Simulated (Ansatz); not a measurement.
System: sulfur monoxide, SO (charge 0, triplet). 
Structure (B3LYP-D3(BJ)/def2-TZVP (Ansatz, a quantum-chemistry and plane-wave program) minimum search):
```xyz
2

O      0.0000     0.0000    -0.9933
S      0.0000     0.0000     0.4966
```
Charge 0, spin multiplicity 3.

Basis-set convergence of Hartree-Fock and MP2 correlation energies (hartree) with Ansatz. Cores are frozen in the correlated levels unless marked. Open shells are spin-unrestricted. No spin-orbit coupling. No relativistic terms.

```
basis        functions       E(HF)  E(corr, MP2)
-----------  ---------  ----------  ------------
def2-SVPD           50  -472.16880      -0.30706
def2-TZVPPD         91  -472.40544      -0.37713
def2-QZVPPD        145  -472.41991      -0.40702
```

Extrapolating the two largest sets (X = 3 and 4) as X^-3: E(corr) = (64·(-0.40702) - 27·(-0.37713))/37 = -0.4288 Eh, an estimate of the basis-set limit. The largest set recovers 94.9 % of it, the smallest 71.6 %.
